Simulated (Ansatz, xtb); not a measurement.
Molecule: AlF₂ (charge 0, doublet). It need not be the lowest isomer of its formula. 
Coordinates optimised at B3LYP-D3(BJ)/def2-TZVP (Ansatz, a program for electronic structure):
```xyz
3

Al    -0.0022     0.4808     0.0049
F      1.4323    -0.3405    -0.0081
F     -1.4291    -0.3540     0.0011
```
Charge 0, spin multiplicity 2.

Harmonic wavenumbers from GFN2-xTB (xtb, at its own minimum), cm⁻¹: 113, 633, 821.

Problem. Give the harmonic wavenumbers at B3LYP-D3(BJ)/def2-TZVP (Ansatz, finite differences of forces, unscaled).

Solution. 230, 742, 890 cm⁻¹. Zero-point energy 2.7 kcal/mol.

Problem. From these and the geometry, give the ideal-gas thermochemistry at 298.15 K and 1 atm (rigid rotor, harmonic oscillator).

Solution. Point group C2v, rotational symmetry number 2. Rotational constants 46.71, 6.498, 5.704 GHz. S(trans) 38.43, S(rot) 21.37, S(vib) 2.29, S(elec, spin only) 1.38, S 63.5 cal/(mol K). H(298) - H(0) 2.79 kcal/mol; G - E(el) -13.5 kcal/mol.
